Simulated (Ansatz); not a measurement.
## How the band gap of spinel CdLu2S4 moves with the method

No measured value is used here.

Question: Put these levels in order of the band gap that they give for spinel CdLu2S4, smallest first: LDA (Ansatz, an electronic-structure program), PBEsol (Ansatz), r²SCAN (Ansatz).

Answer: LDA (0.79 eV), PBEsol (0.95 eV), r²SCAN (1.56 eV)

Unless a cell is named, each level is at its own relaxed cell (LDA 22.74, PBEsol 23.49, r²SCAN 24.16 Å³/atom).

Computed values are for a static lattice. Spin–orbit coupling is included only where a level's name says +SOC; with heavier elements it mostly lowers gaps and can invert bands.  Each level is taken at its own relaxed cell. Cutoffs differ between the levels. Ansatz's density-functional and Hartree–Fock values are scalar-relativistic unless marked +SOC, with PAW data made under PBE.
